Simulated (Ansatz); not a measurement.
**Several solutions for singlet SiO in separate pieces**

```xyz
2

Si    0.0000    0.0000    0.0000
O     0.0000    0.0000    8.0000
```

Basis set: def2-SVP (spherical functions). Charge 0, multiplicity 1.

UHF was run from several starts with Ansatz (development build ahead of 0.2.0).

| run | program | start | converged | energy (hartree) | <S²> |
| --- | --- | --- | --- | --- | --- |
| A | Ansatz | stability test followed | yes | -363.42168 | 2.03 |
| B | Ansatz | atomic start, no search | yes | -363.42168 | 2.03 |
| C | Ansatz | search for the lowest state | yes | -363.47325 | 2.01 |

(1) Which runs reached the lowest solution of this kind, and what is wrong with the others?

Results:

(1) C reached the lowest solution found. Converged but too high: A by 1.40 eV, B by 1.40 eV. Convergence only shows a stationary point, and even a stable one can lie too high; stability tests and further starts are what find lower ones. Caution: the unrestricted determinant is a mixture of spin states.
